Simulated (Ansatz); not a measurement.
Energy needed to pull apart CH5AlSi (SMILES [CH2]1[AlH][SiH2]1), closed shell, into free ground-state atoms, from the structure below (displaced at random from a GFN2-xTB minimum); no zero-point or spin–orbit terms; open-shell atoms are treated unrestricted, in their ground-state multiplicity.

C1  (-0.539, 0.385, -0.804)
Al2  (0.054, 1.354, 0.902)
Si3  (0.541, -1.055, 0.424)
H4  (-1.629, 0.072, -0.941)
H5  (-0.064, 0.502, -1.820)
H6  (0.123, 2.814, 1.841)
H7  (1.814, -1.583, -0.287)
H8  (-0.304, -2.410, 0.672)
(Å)

Ansatz 0.2.0; basis: def2-TZVPP; cores frozen in the correlated methods.

| method | atomization energy (kJ/mol) |
| --- | --- |
| PBE-D4 | 2341 |
| r2SCAN-D4 | ? |
| B97M-V | 2352 |
| PBE0-D4 | 2306 |
| CAM-B3LYP-D4 | 2302 |
| wB97M-V | 2310 |
| HF | 1677 |
| MP2 | 2251 |
| CCSD | ? |
| CCSD(T) | 2258 |

Problem. What does r2SCAN-D4 give? (An estimate is asked for; the value comes from the calculation.)

Solution. The calculation gives: 2332 kJ/mol, which is about 74 kJ/mol more than CCSD(T)/def2-TZVPP.

Problem. What does CCSD give? (Judge from chemistry; the value comes from the calculation.)

Solution. The calculation gives: 2222 kJ/mol, which is about 36 kJ/mol less than CCSD(T)/def2-TZVPP.

In triple zeta the MP2 and coupled-cluster atomization energies are still short of their basis limit by a few kcal/mol a bond, whereas those of the functionals are nearly converged, so these differences are not deviations from converged CCSD(T).

T1 diagnostic: at most 0.015.

For scale, one of the runs: CCSD(T)/def2-TZVPP forces, 185 basis functions (an equivalent command: `ansatz run in.yaml --threads 4`). Time: 68 s of wall clock on 4 CPU threads; the host was shared. Peak host memory: 3.4 GiB.
